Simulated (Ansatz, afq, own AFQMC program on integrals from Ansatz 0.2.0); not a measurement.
# WHCl$_{2}$, quartet: AFQMC among the cluster methods

```xyz
4

W     0.0000   -0.2779    0.0302
Cl    0.0000    0.8011   -2.2183
Cl    0.0000    0.6965    2.0607
H     0.0000   -1.9938    0.0302
```

Connectivity, by distances: Cl–WH–Cl.

Basis def2-SVP with its core potentials. Noble-gas cores (and the filled d shells of Ga–Kr and In–Xe) are frozen. Integrals, coupled cluster, full CI and functionals: Ansatz 0.2.0; the random walks run on the same integrals in our own AFQMC program. The CISD trial takes its coefficients from CCSD amplitudes. Released means that phaseless walkers are propagated on without the constraint, phases kept. ± is one standard error of the sampling. No spin–orbit coupling. The metal's outer-core s and p shells are frozen, which shifts wave-function levels against functionals.

Determinant: UHF, the one that the program's search chose, which needn't be the lowest solution. The geometry is a point of a scan.

No full CI on the walks' own integrals is used here; CCSDT(Q) serves as the reference and is uncertain by about the last step of the cluster series.

Cautions: no spin-orbit coupling; outer-core shells of the metal frozen; lower spins were not checked; higher spins were not checked.

The T1 diagnostic is 0.0243. The weight of the determinant in the CISD state is 0.822. The ⟨S²⟩ of the determinant is 3.795 and the size of the correlated space is 21 electrons in 59 orbitals.

| level | correlation energy (eV) |
| --- | --- |
| MP2 | -10.2044 |
| CCSD | -11.1760 |
| CCSD(T) | -11.5148 |

Estimate where AFQMC with the constraint released lies against CCSD(T) on the same integrals.

1.51 ± 0.17 kcal/mol below CCSD(T).

Reference: CCSDT(Q), correlation energy -11.582 eV. The released energy is read at 1.20 1/Eh (meV from the phaseless value at times in 1/Eh: -6 ± 7 at 0.24, -7 ± 7 at 0.48, -22 ± 6 at 0.80, -12 ± 7 at 1.20).

```csv
level,E − E(reference) (kcal/mol),share of correlation (%)
CCSD(T),1.54,99.42
CCSDT,0.62,99.77
ph-AFQMC/CISD,0.30 ± 0.16,99.89
released AFQMC,0.03 ± 0.17,99.99
```

A walk keeps the symmetry of its determinant, which the program's search chose and which needn't be the lowest solution, so a lower state of the same spin and another symmetry isn't excluded. Released energies are given only where the last usable release times agree within the noise; a slower fall can still hide under it.
